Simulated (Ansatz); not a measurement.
## What each rung costs, and what it gives

The pair of NH3 (SMILES N, atoms 1–4) and SiH3F (SMILES [SiH3]F, atoms 5–9), both closed shells, in one local arrangement (a lower one may exist), relaxed at PBE0-D4/def2-TZVP:

N1  (0.138, -0.108, -1.456)
H2  (-0.798, -0.295, -1.795)
H3  (0.532, 0.628, -2.029)
H4  (0.685, -0.946, -1.612)
Si5  (-0.090, 0.179, 1.333)
F6  (-0.700, -1.258, 0.957)
H7  (-0.876, 1.288, 0.749)
H8  (1.357, 0.264, 1.038)
H9  (-0.250, 0.248, 2.814)
(Å)

Interaction energies are counterpoise-corrected; the time is that of the whole pair.

Computed with Ansatz 0.2.0 (basis: as named in each row); correlated methods freeze the cores. B3LYP uses VWN-RPA correlation. Extrapolation: Hartree–Fock as exp(−7.88 √X), correlation as X^−2.97.

Times are rough, for one single point on 4 threads of a shared host (Arm Neoverse V1).

The estimate by CCSD(T) at an estimated basis limit (MP2 extrapolated from triple and quadruple zeta, plus CCSD(T) − MP2 in triple zeta) is -18.4 kJ/mol.

```csv
method,basis,time (s),interaction energy (kJ/mol),method less estimate
HF,STO-3G,under 1,4.6,23.0
PBE-D4,STO-3G,under 1,-2.5,15.9
SPW92,def2-SVP,under 1,-35.7,-17.3
B3LYP-D4,6-31G,under 1,-27.2,-8.8
PBE-D4,def2-SVP,under 1,-23.9,-5.5
PBE0-D4,def2-SVP,under 1,-24.9,-6.5
CCSD(T),def2-SVP,1,-13.4,5.0
PBE-D4,def2-TZVPPD,1,-20.0,-1.6
revPBE-D4,def2-TZVPPD,1,-19.0,-0.6
BLYP-D4,def2-TZVPPD,2,-16.5,1.9
HSE06-D4,def2-TZVPPD,2,-20.1,-1.7
B3LYP-D4,def2-TZVPPD,2,-17.9,0.5
wB97M-V,def2-SVP,2,-24.3,-5.9
PBE0-D4,def2-TZVPPD,2,-20.4,-2.0
r2SCAN-D4,def2-TZVPPD,3,-20.5,-2.1
B2PLYP,def2-TZVPPD,4,-12.5,5.9
wB97X-V,def2-TZVPPD,5,-18.6,-0.2
B97M-V,def2-TZVPPD,7,-20.2,-1.8
wB97M-V,def2-TZVPPD,7,-20.2,-1.8
MP2,def2-QZVPPD,13,-17.2,1.2
CCSD(T),def2-TZVPPD,62,-16.0,2.4
```

The T1 diagnostic stays at or below 0.012.
